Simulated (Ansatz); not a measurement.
OH⁺, triplet: the ladder up to UCCSDT(Q)

Geometry: that of the OH⁺, singlet, kept fixed.

```json
{"atom": "O", "x (Å)": "0.0000", "y (Å)": "0.0000", "z (Å)": "0.0000"}
{"atom": "H", "x (Å)": "0.0000", "y (Å)": "0.0000", "z (Å)": "1.0366"}
```

Basis aug-cc-pVTZ; Ansatz 0.2.0. Correlated methods freeze the noble-gas cores, which leaves 6 electrons in 68 orbitals. Prefix R: restricted or restricted open-shell reference; prefix U: unrestricted. Active spaces: valence = (6e, 5o) chosen from the atoms' valence shells.

Full CI isn't at hand for all of this; UCCSDT(Q) serves as the reference, and is uncertain by about the last step of the cluster series. The frozen core follows each run's orbitals, which can shift R against U totals by a few meV.

- UHF ⟨S²⟩: 2.014
- T1 diagnostic (RCCSD): 0.0182
- largest doubles amplitude (RCCSD): 0.023
- T1 diagnostic (UCCSD): 0.0088

| level | E − E(RHF) (eV) |
| --- | --- |
| UHF | -0.2361 |
| RMP2 | -4.2108 |
| UMP2 | -4.2071 |
| RCCSD | -4.6973 |
| UCCSD | -4.7035 |
| RCCSD(T) | -4.7890 |
| UCCSD(T) | -4.7922 |

Task: Estimate how far UCCSDT(Q) in aug-cc-pVTZ lies from RCCSD(T). The table doesn't fix it; the size of (T) and the diagnostics are the guide.

Result: UCCSDT(Q) in aug-cc-pVTZ lies 1.4 kJ/mol below RCCSD(T), which is 16 % of the (T) step (-8.9 kJ/mol). The diagnostics are small and one determinant leads, so the series closes fast and only a small part of (T) is left.

The other levels:

```json
{"level": "BCCD(T)", "E − E(UCCSDT(Q)) (kJ/mol)": "1.4", "share of correlation (%)": "99.69", "wall time": "1.5 s"}
{"level": "RCCSDT", "E − E(UCCSDT(Q)) (kJ/mol)": "0.5", "share of correlation (%)": "99.89", "wall time": "–"}
{"level": "UCCSDT", "E − E(UCCSDT(Q)) (kJ/mol)": "0.2", "share of correlation (%)": "99.96", "wall time": "–"}
{"level": "RCCSDT(Q)", "E − E(UCCSDT(Q)) (kJ/mol)": "0.3", "share of correlation (%)": "99.93", "wall time": "4.2 s (H100)"}
{"level": "CASSCF (valence space)", "E − E(UCCSDT(Q)) (kJ/mol)": "388.2", "share of correlation (%)": "16.24", "wall time": "–"}
{"level": "NEVPT2 (valence space)", "E − E(UCCSDT(Q)) (kJ/mol)": "56.9", "share of correlation (%)": "87.72", "wall time": "0.57 s"}
{"level": "MRCISD (valence space)", "E − E(UCCSDT(Q)) (kJ/mol)": "13.9", "share of correlation (%)": "97.00", "wall time": "–"}
{"level": "MRCISD+Q (valence space)", "E − E(UCCSDT(Q)) (kJ/mol)": "2.2", "share of correlation (%)": "99.52", "wall time": "1.7 s (H100)"}
```

The correlation energy at UCCSDT(Q), counted from RHF, is -4.804 eV. That run took 2 s on 5 threads of AMD EPYC 7R13 with a whole H100 80 GB, shared host.

Times hold each run's SCF and search for its determinant on a shared host, so for small cases they say little of a method's own cost; rows without a card ran on 1 thread of AMD EPYC 7R13.

Natural occupations of CASSCF (valence space) about the gap: 1.998 1.975 1.000 1.000 0.027; effectively unpaired electrons, Σ n²(2−n)², 2.01.
